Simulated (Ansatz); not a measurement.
The cluster P2S4⁺. The state is a doublet with charge 1. Geometry PBE0-D4/def2-SVP, basis def2-TZVP, Ansatz.

```tsv
atom	x (Å)	y (Å)	z (Å)
P1	-0.331	-0.312	0.767
P2	-0.009	-1.455	-1.964
S3	1.322	-0.607	-0.623
S4	-1.702	-0.916	-1.011
S5	-0.448	1.816	0.849
S6	1.168	1.474	1.982
```

```tsv
run	HOMO (eV)	LUMO (eV)
A	-11.83	-9.14
B	-13.95	-6.87
C	-13.00	-7.76
D	-12.14	-8.91
E	-11.30	-9.74
F	-10.95	-9.90
```

B3LYP takes the VWN-RPA correlation. Another isomer (doublet) lies 0.70 eV lower at PBE0-D4/def2-TZVP; other spin states weren't run for this one.

HOMO and LUMO are taken over both spins.

Question: The runs used B3LYP, BHLYP, PBE, PBE0, r2SCAN, ωB97M-V. Estimate which is which.

Answer: A B3LYP (20 % exact exchange); B ωB97M-V (range-separated); C BHLYP (50 % exact exchange); D PBE0 (25 % exact exchange); E r2SCAN (0 % exact exchange); F PBE (0 % exact exchange). Exact exchange lowers occupied and raises empty levels; among semilocal functionals meta-GGAs tend to open the gap a little, and such runs are hard to tell apart. The gap grows from 1.05 eV (PBE) to 7.08 eV (ωB97M-V).
